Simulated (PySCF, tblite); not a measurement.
Potential energy curve for CH₂O, SMILES C=O. The C1–O4 bond (C1 also carries H, H; O4 carries nothing else) is varied alone, starting from the PBE0/def2-TZVP optimised geometry.

- GFN2-xTB, 300 K electronic temperature (tblite)
- UCCSD(T) = CCSD(T) on UHF/6-31G, 2 core orbitals frozen (PySCF)

Energies relative to the lowest point of each curve near equilibrium, in kJ/mol; the last columns give the difference from UCCSD(T):

```tsv
R / Å	GFN2-xTB	UCCSD(T)	GFN2-xTB − UCCSD(T)
0.95	447.0	625.9	-178.8
1.01	215.7	343.2	-127.6
1.08	68.5	145.2	-76.7
1.13	18.6	64.3	-45.7
1.15	8.1	42.5	-34.4
1.20	0.0	8.8	-8.8
1.23	5.2	1.0	4.1
1.26	16.2	0.0	16.2
1.31	44.6	10.1	34.5
1.40	117.2	53.3	63.9
1.49	204.9	114.1	90.8
1.63	350.8	220.8	130.0
1.81	531.5	351.8	179.7
1.99	689.2	451.5	237.7
2.14	798.7	509.3	289.4
2.41	944.0	568.1	375.9
2.63	1017.5	587.7	429.8
2.95	—	597.6	—
3.24	—	600.4	—
3.61	—	601.9	—
4.14	—	602.8	—
```

GFN2-xTB is furthest from UCCSD(T) at 2.63 (429.8 kJ/mol, above); its mean absolute difference over the points is 136.7 kJ/mol.

Dashes: no converged value, or the column stops at the first point that the program doubted or that broke a chosen test of continuity, which isn't proof of a fault.

The unrestricted determinant behind UCCSD(T) is spin-contaminated at 1.23 to 4.14 Å (<S²> up to 2.0, against 0.00 for a pure singlet).
